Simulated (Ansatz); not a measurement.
Reaction (SMILES): C#N (CH-N) → [C-]#[NH+] (C-NH)
B3LYP-D3(BJ)/def2-TZVP geometries, fixed; electronic energies without zero-point terms.

Basis-set convergence of the isomerisation energy at PBE with Ansatz (a quantum-chemistry and plane-wave program). Cartesian d functions, on some or all atoms, in 6-31G*, 6-31+G*; all else is spherical. The program fits the integrals of some runs and decomposes those of others, by size. No added dispersion term, no relativity. Functions are those of the species that has most. Reference: the value in pcseg-4, 14.81 kcal/mol, itself unsure by roughly 0.03 kcal/mol (its mean distance from aug-pcseg-3, aug-cc-pVQZ, cc-pV5Z). Deviations are taken from unrounded values.

```csv
basis,functions,isomerisation energy (kcal/mol)
6-31G*,32,17.66
6-31+G*,40,15.71
cc-pVDZ,33,16.13
aug-cc-pVDZ,55,14.74
def2-SVP,33,14.57
def2-SVPD,48,14.35
pcseg-1,33,14.95
aug-pcseg-1,55,15.07
6-311G**,42,15.80
6-311+G**,50,15.42
def2-TZVP,68,15.23
def2-TZVPD,83,15.04
cc-pVTZ,74,15.19
aug-cc-pVTZ,115,14.85
pcseg-2,74,14.94
aug-pcseg-2,115,14.89
def2-TZVPP,76,14.88
def2-TZVPPD,91,14.83
cc-pVQZ,140,15.06
aug-cc-pVQZ,206,14.82
def2-QZVPP,144,14.91
def2-QZVPPD,159,14.81
pcseg-3,153,14.82
aug-pcseg-3,219,14.80
```

What the diffuse functions change, pair by pair:
- 6-31G* to 6-31+G*: 8 more functions, deviation 2.84 to 0.90 kcal/mol
- cc-pVDZ to aug-cc-pVDZ: 22 more functions, deviation 1.31 to -0.07 kcal/mol
- def2-SVP to def2-SVPD: 15 more functions, deviation -0.24 to -0.46 kcal/mol
- pcseg-1 to aug-pcseg-1: 22 more functions, deviation 0.13 to 0.26 kcal/mol
- 6-311G** to 6-311+G**: 8 more functions, deviation 0.99 to 0.60 kcal/mol
- def2-TZVP to def2-TZVPD: 15 more functions, deviation 0.42 to 0.23 kcal/mol
- cc-pVTZ to aug-cc-pVTZ: 41 more functions, deviation 0.38 to 0.04 kcal/mol
- pcseg-2 to aug-pcseg-2: 41 more functions, deviation 0.13 to 0.08 kcal/mol
- def2-TZVPP to def2-TZVPPD: 15 more functions, deviation 0.07 to 0.02 kcal/mol
- cc-pVQZ to aug-cc-pVQZ: 66 more functions, deviation 0.24 to 0.01 kcal/mol
- def2-QZVPP to def2-QZVPPD: 15 more functions, deviation 0.10 to 0.00 kcal/mol
- pcseg-3 to aug-pcseg-3: 66 more functions, deviation 0.01 to -0.01 kcal/mol

They bring the value nearer the reference by more than 0.03 kcal/mol in 9 of 12 pairs.
